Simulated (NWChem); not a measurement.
System meant: O, triplet

The following NWChem deck was run.

```
start job
memory heap 200 mb stack 900 mb global 1100 mb
geometry units angstroms noautoz
  O      0.000000     0.000000     0.000000
end
basis spherical
  * library def2-svp
end
dft
  odft
  mult 3
  xc b3lyp
  iterations 4
  mulliken
end
task dft energy
```

End of the output:

```
    Atom       Charge   Shell Charges
 -----------   ------   -------------------------------------------------------
    1 O    8     2.00  -0.00  0.05 -0.05  1.33  0.67  0.00

     -------------------------------------------
      Total Density - Lowdin Population Analysis
     -------------------------------------------

    Atom       Charge   Shell Charges
 -----------   ------   -------------------------------------------------------
    1 O    8     8.00   1.98  1.10  0.92  2.47  1.53  0.00

     ------------------------------------------
      Spin Density - Lowdin Population Analysis
     ------------------------------------------

    Atom       Charge   Shell Charges
 -----------   ------   -------------------------------------------------------
    1 O    8     2.00   0.00  0.03 -0.03  1.29  0.71  0.00

   alpha - beta orbital overlaps
   -----------------------------

   alpha      1      2      3      4      5      6      7      8      9     10
    beta      1      2      5      4      3      6      9      8      7     14
 overlap   1.000  0.999  0.910  0.910  1.000  0.999  0.954  0.954  1.000  0.997

   alpha     11     12     13     14
    beta     13     11     10     12
 overlap   0.997  0.938  0.938  1.000

     --------------------------
     Expectation value of S2:
     --------------------------
      <S2> =      2.0022 (Exact =     2.0000)

 ------------------------------------------------------------------------
 dft energy failed                                                                                  0
 ------------------------------------------------------------------------
 ------------------------------------------------------------------------
  current input line :
    16: task dft energy
 ------------------------------------------------------------------------
 ------------------------------------------------------------------------
 This type of error is most commonly associated with calculations not reaching convergence criteria
 ------------------------------------------------------------------------
 For more information see the NWChem manual at https://nwchemgit.github.io

0:dft energy failed:Received an Error in Communication
```

Question: Find the fault in this run and fix the input.

Answer: The run did not converge; its last values are not results. Cause: the SCF was allowed too few iterations. This input runs:
```
start job
memory heap 200 mb stack 900 mb global 1100 mb
geometry units angstroms noautoz
  O      0.000000     0.000000     0.000000
end
basis spherical
  * library def2-svp
end
dft
  odft
  mult 3
  xc b3lyp
  iterations 150
  mulliken
end
task dft energy
```
It converges to -75.00076 Ha (B3LYP/def2-SVP, spin-unrestricted).
